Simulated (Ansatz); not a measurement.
**Relaxing Ge₃Br₂**

Method: DFT PBE, scalar-relativistic, plane waves, PAW in Ansatz 0.2.0. Cutoff 420 eV, Γ-centred k mesh, Gaussian smearing, no spin polarisation in the final step.

Ge₃Br₂ was placed on the anti-tetradymite structure type (R-3m, No. 166), with Br in place of Bi, Ge in place of Te, at a guessed volume.

```yaml
crystal:
  lattice:
    - [1.92266, 1.11005, 8.91252]
    - [-1.92266, 1.11005, 8.91252]
    - [0.00000, -2.22010, 8.91252]
  atoms:
    - { symbol: Ge, position: [0.00000, 0.00000, 0.00000] }
    - { symbol: Ge, position: [0.20950, 0.20950, 0.20950] }
    - { symbol: Ge, position: [0.79050, 0.79050, 0.79050] }
    - { symbol: Br, position: [0.40000, 0.40000, 0.40000] }
    - { symbol: Br, position: [0.60000, 0.60000, 0.60000] }
```

Cell and atoms relax at zero pressure; the relaxation can't lower the symmetry of the start. After a coarse first stage the cell is made exact in the group found at 0.06 Å.

Energies over the elements count from the elements' standard structures at the same level, with no empirical corrections.

Q: What does it relax into?

A: It keeps R-3m (No. 166), but not the shape of the type it started on. Conventional cell: a = 4.052 Å, c = 34.663 Å. Ge on Wyckoff site a (1 atom of the primitive cell) has 6 Br at 2.84 Å; Ge on Wyckoff site c (2 atoms of the primitive cell) has 3 Ge at 2.44 Å; Br has 3 Ge at 2.84 Å.

Space group R-3m:H (No. 166). a = 4.052 Å, b = 4.052 Å, c = 34.663 Å, α = 90.00°, β = 90.00°, γ = 120.00°
```tsv
atom	site	symmetry	x	y	z
Ge	3a	-3m	0.0000	0.0000	0.0000
Ge	6c	3m	0.3333	0.6667	0.8431
Br	6c	3m	0.6667	0.3333	0.7133
```

Q: What are its volume, energy, density and gap?

A: The volume per atom is 32.9 Å³ and the density is 3.8 g/cm³. The energy over the elements is -0.16 eV/atom and the gap on the 12×12×12 mesh is 0.01 eV.

The final run used a 12×12×12 mesh on its 5-atom cell and 0.10 eV smearing. The k mesh leaves about 4 meV/atom of noise in metals. Weakly bound directions are ill-defined at this level, which has no dispersion term. A structure relaxed within its symmetry needn't be a true minimum. The steps took of the order of 7 core-minutes in all.